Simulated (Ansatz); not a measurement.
A made-up structure of CH2LiN, singlet:

Li1  (-2.226, 0.391, -0.664)
N2  (-0.617, 0.109, -0.184)
C3  (0.558, -0.098, 0.166)
H4  (-3.626, 0.455, 0.087)
H5  (1.310, 0.709, 0.317)
(Å)

It is relaxed with PBE-D4/def2-SVP and then PBE0-D4/def2-TZVP (Ansatz 0.2.0). Atoms count as bonded within 1.22 times the sum of their covalent radii (H–H: 0.88 Å). The end point is not checked to be a true minimum.

Q: Does its bonding change? (A judgement: the text doesn't fix the answer.)

A: The calculation gives: No: no bond forms or breaks.

Where it ends: The first stage lowers the energy by 1.23 eV in 8 steps. It ends as CH₂LiN ([LiH][N][CH]):
Li1  (-2.475, 0.327, -0.199)
N2  (-0.459, 0.302, -0.017)
C3  (0.677, 0.295, 0.089)
H4  (-4.087, 0.354, -0.340)
H5  (1.743, 0.288, 0.189)
(Å)

Labels in which every atom is bracketed show which atoms are joined, not bond orders.

For scale, one of the runs: PBE0-D4/def2-TZVP relaxation, 88 basis functions, launched by `ansatz run in.yaml --threads 2 --pin off --events-out ev --progress --plain --max-ram 4352MiB`. Hardware: 2 CPU threads of an Arm Neoverse V1, shared host. Wall time about 7 s.
